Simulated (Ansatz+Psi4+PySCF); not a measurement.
```yaml
atoms:
  - { symbol: Mg, position_ang: [0.0000, 0.0000, -0.0021] }
  - { symbol: S, position_ang: [0.0000, 0.0000, 2.1421] }
```

Basis set: cc-pCVTZ on Mg; cc-pV(T+d)Z on S (spherical functions). Left uncorrelated: 6 orbitals. Charge 0, multiplicity 1.

Computed with Ansatz (development build ahead of 0.2.0) and Psi4 1.11; each method stands on the lowest determinant of its kind that the runs found. Restricted open shells among the atoms or ions are ROHF, correlated in semicanonical orbitals with singles.

The vertical ionization energy (product with multiplicity 2 at the same shape, open shells in the same class of orbitals) of singlet MgS:

```
method  ionization energy
   RHF            6.33 eV
```

Task: What does RHF-MP2 give?

Result: 7.75 eV. Caution: unrestricted orbitals would lower the determinant.
